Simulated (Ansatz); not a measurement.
Reaction (SMILES): O=[S+][O-] [sulfur dioxide] + 3 [H][H] (H2) -> 2 O (H2O) + S (H2S)

Property: energy of full hydrogenation (enthalpy at 298 K), in kcal/mol. Terms: 6-311+G** with 5d, 6d on Na to Ar in Ansatz (an electronic-structure program); frozen cores in correlated levels; non-relativistic; LANL2DZ with its own core potentials from Na on; spin-orbit terms left out; six Cartesian d functions in 6-31G* and its kin unless marked 5d. Ab initio and DFT rows: single points at B3LYP-D3(BJ) geometries (Ansatz), with unscaled harmonic terms from B3LYP/6-31G* (Ansatz) at its own minima. The Hartree-Fock reference of O=[S+][O-] is unstable towards a lower, spin-broken solution.

Measured values: Active Thermochemical Tables 1.112 (ions: stationary electron), as tabulated in the package chemicals; CRC Handbook, as tabulated in the package chemicals; G2/97 table in ASE (Curtiss et al.); they hold spin-orbit and core effects, anharmonicity. 

Value to compare with, the measured value: -49.6 kcal/mol.

| level | program | energy of full hydrogenation (enthalpy at 298 K) (kcal/mol) | error |
|---|---|---|---|
| MP2/STO-3G | Ansatz | -81.2 | -31.6 |
| MP2/3-21G | Ansatz | -84.8 | -35.2 |
| MP2/LANL2DZ | Ansatz | -127.9 | -78.3 |
| MP2/6-31G* | Ansatz | -33.2 | 16.4 |
| MP2/6-311+G** | Ansatz | -70.1 | -20.5 |

Among the 5 habitual levels, MP2/LANL2DZ lies farthest from the measured value (-78.3 kcal/mol) and MP2/6-31G* nearest (16.4); 1 of 5 lie above it, and their mean absolute error is 36.4 kcal/mol, the median 31.6. One case shows no general order.

The sets are all those run for this method; left out are runs that failed, that the program found above a lower state of the same kind, or whose <S^2> lies over 0.5 above the pure value.
